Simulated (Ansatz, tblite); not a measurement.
# The cluster Mg₃Si: one state, many levels

An exercise on one series of results from a longer session: the logs are not shown, and one member is left open.

Program: Ansatz 0.2.0, Gaussian basis. Level of theory: as each input shows. These are calculated values, not measurements.

Plan: GFN1-xTB, GFN2-xTB, PBE-D4/def2-TZVP, r2SCAN-D4/def2-TZVP, BHLYP-D4/def2-TZVP, LC-ωPBE/def2-TZVP, ωB97X-V/def2-TZVP, revPBE-D4/def2-TZVP, LDA/def2-TZVP, PBE-D4/def2-SVP, PBE0-D4/def2-SVP, HF/STO-3G, PBE0-D4/def2-TZVPD, PBE-D4/def2-TZVPD, r2SCAN-D4/def2-TZVPD, CCSD(T)/def2-TZVPP, MP2/def2-TZVP, RPA/def2-TZVP.

### The structure

The geometry is that of the singlet, from an earlier relaxation (r2SCAN-D4/def2-TZVP). At that level it is the lowest of the isomers that a small search found.

4 atoms, charge 0, spin multiplicity 1.

Bond lengths: Mg1–Si4 2.551 Å, Mg2–Si4 2.541 Å, Mg3–Si4 2.415 Å. Angles: Mg1–Si4–Mg2 168.5°, Mg1–Si4–Mg3 79.1°, Mg2–Si4–Mg3 89.4°.

PBE0-D4/def2-TZVP was run before; its log isn't repeated, and its numbers join the tables.

The first run:

Tight binding, by tblite at 300 K electronic temperature and without a spin-polarisation term:

```python
tblite.interface.Calculator('GFN1-xTB', numbers, positions, charge=0, uhf=0).singlepoint()
```

Tight binding, by tblite at 300 K electronic temperature and without a spin-polarisation term:

```python
tblite.interface.Calculator('GFN2-xTB', numbers, positions, charge=0, uhf=0).singlepoint()
```

start.molden holds the orbitals of an earlier run on this state, given as this run's starting guess.

in.yaml

```yaml
crystal:
  periodic: [false, false, false]
  atoms:
    - {symbol: Mg, position_ang: [-0.311796, 0.512297, 2.453653]}
    - {symbol: Mg, position_ang: [-0.121368, -1.337821, -2.258690]}
    - {symbol: Mg, position_ang: [0.757563, 1.457720, -0.369001]}
    - {symbol: Si, position_ang: [-0.324399, -0.632207, 0.174038]}
basis:
  gaussian: {orbitals: def2-TZVP, initial_orbitals: start.molden}
hamiltonian: {xc: pbe, dispersion: d4}
scf: {omitted_lower_state_checks: [starts]}
output: {orbitals: {seedname: orbitals}}
```

On the command line:

```sh
$ ansatz run in.yaml --threads 4 --pin off --events-out ev --progress --plain --max-ram 3916MiB
```

Among the steps run: PBE-D4/def2-TZVP; r2SCAN-D4/def2-TZVP; BHLYP-D4/def2-TZVP; LC-ωPBE/def2-TZVP; ωB97X-V/def2-TZVP; revPBE-D4/def2-TZVP; LDA/def2-TZVP; PBE-D4/def2-SVP; PBE0-D4/def2-SVP; HF/STO-3G; PBE0-D4/def2-TZVPD; PBE-D4/def2-TZVPD; r2SCAN-D4/def2-TZVPD; CCSD(T)/def2-TZVPP; MP2/def2-TZVP; RPA/def2-TZVP.

One of the session's tables, all rows but one given; the rest of the session is left out.

It belongs to the step «Levels side by side». 

```
               level  HOMO (eV)  gap (eV)
           HF/STO-3G       1.14      7.82
       LDA/def2-TZVP      -3.87      0.58
     PBE-D4/def2-SVP      -3.79      0.58
    PBE-D4/def2-TZVP      -3.79      0.61
   PBE-D4/def2-TZVPD      -3.80      0.61
 revPBE-D4/def2-TZVP      -3.76      0.62
 r2SCAN-D4/def2-TZVP      -3.95      0.80
r2SCAN-D4/def2-TZVPD      -3.95      0.80
    PBE0-D4/def2-SVP      -4.50      1.84
   PBE0-D4/def2-TZVP      -4.50      1.87
  PBE0-D4/def2-TZVPD      -4.51      1.87
  BHLYP-D4/def2-TZVP          ?         ?
   LC-ωPBE/def2-TZVP      -5.91      4.73
   ωB97X-V/def2-TZVP      -5.80      4.68
```

Q: Estimate the row for BHLYP-D4/def2-TZVP from the others.

**Answer.** HOMO (eV): -4.87; gap (eV): 2.93. In the column «HOMO (eV)» it lies between ωB97X-V/def2-TZVP (-5.80) and PBE0-D4/def2-TZVPD (-4.51).
